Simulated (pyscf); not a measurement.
Thermochemistry of product channels of H₂C=CH–Cl (SMILES C=CCl) on the singlet surface, in kcal/mol, from ωB97M-D3(BJ)/def2-TZVP energies (ideal gas, 1 atm, RRHO with modes under 100 cm⁻¹ raised to 100, one conformer, R ln 2 for rigid chiral ones). PySCF, gas phase, ωB97X-D3(BJ)/def2-SVP geometries.

```
products                                        ΔE  ΔH(298 K)  ΔG(298 K)  ΔG(900 K)
-------------------------------------------  -----  ---------  ---------  ---------
HC≡C–Cl (SMILES C#CCl) + H₂ (SMILES [H][H])    [?]      +51.5      +43.9        [?]
HC≡CH (SMILES C#C) + HCl (SMILES Cl)         +33.4      +29.7      +20.9       +2.3
```

### Question
Some entries are withheld; supply them.

### Answer

- HC≡C–Cl (SMILES C#CCl) + H₂ (SMILES [H][H]), ΔE: +57.8
- HC≡C–Cl (SMILES C#CCl) + H₂ (SMILES [H][H]), ΔG(900 K): +26.8

The channel to HC≡CH + HCl turns favourable between 298 and 1200 K (ΔG from +20.9 kcal/mol to -7.1 kcal/mol).

These are energies of the channels, which say nothing of barriers.
